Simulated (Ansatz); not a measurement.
Results of r²SCAN+rVV10 in Ansatz (plane waves, PAW) for HfO2 (P2₁/c, No. 14).

Numerical settings: plane-wave cutoff 560 eV, 8×8×8 k mesh, Fermi–Dirac smearing 0.01 eV, scalar-relativistic PAW data made under PBE.

Response to compression and expansion:

Shape and atoms are relaxed at each volume.

| V (Å³/atom) | P (GPa) | direct gap at Γ (eV) | smallest gap on the k mesh (eV) |
|---|---|---|---|
| 10.962 | 6.79 | 5.117 | 4.947 |
| 11.190 | 3.36 | 5.011 | 4.741 |
| 11.418 | 0.00 | 4.978 | 4.595 |
| 11.647 | -3.69 | 5.010 | 4.559 |
| 11.875 | -7.51 | 5.037 | 4.564 |

The fundamental gap (4.59 eV at the equilibrium volume, with added k points) lies elsewhere than Γ–Γ.

Measured, for comparison: band gap 5.7 eV (temperature not stated, no zero-point or thermal correction, our sources range from 5.70 to 5.84; as tabulated in Choudhary et al. (2018), arXiv:1804.01032).

Note: the relaxation could not lower the start's symmetry, so the cell can be a saddle point above a distorted one; the bulk modulus comes from volumes at which shape and atoms were relaxed.

Spin–orbit coupling is not included.

Ansatz is an electronic-structure program.
